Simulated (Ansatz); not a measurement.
## Scan of GaH3, triplet

Starting geometry (PBE0/def2-TZVP stationary point for this spin, not checked as a minimum):

```xyz
4

Ga    0.0000    0.0277   -0.0457
H     0.0000   -1.4776   -0.5415
H     0.4054   -0.2202    1.8512
H    -0.4054   -0.2202    1.8512
```

From there H3 moves along the line of the two atoms named below, all else staying in place; atoms are numbered as listed. Energies are in kJ/mol, counted from the starting geometry at the same level.

Basis aug-cc-pVDZ; Ansatz 0.2.0. Correlated methods freeze the noble-gas cores and the filled d shells of p-block atoms. R marks a restricted (for open shells ROHF) determinant. No spin–orbit coupling is included, and no scalar relativity.

Full CI is exact within this basis and frozen core; it isn't the basis-set limit.

```tsv
distance Ga1-H3 (Å)	RMP2
1.792	7.0
1.956	0.0
2.142	7.8
2.688	116.2
3.528	142.0
5.164	132.2
```

Estimate the full CI curve in aug-cc-pVDZ from this one, knowing how RMP2 errs.

The computed full CI values, in kJ/mol from the starting point, and the error of RMP2 against them:
```json
{"distance Ga1-H3 (Å)": "1.792", "full CI": "7.9", "RMP2 less full CI": "-0.9"}
{"distance Ga1-H3 (Å)": "1.956", "full CI": "0.0", "RMP2 less full CI": "0.0"}
{"distance Ga1-H3 (Å)": "2.142", "full CI": "5.8", "RMP2 less full CI": "2.1"}
{"distance Ga1-H3 (Å)": "2.688", "full CI": "102.1", "RMP2 less full CI": "14.1"}
{"distance Ga1-H3 (Å)": "3.528", "full CI": "139.9", "RMP2 less full CI": "2.1"}
{"distance Ga1-H3 (Å)": "5.164", "full CI": "132.9", "RMP2 less full CI": "-0.7"}
```

The error spans 15.0 kJ/mol and is largest, 14.1 kJ/mol, at 2.688 Å.
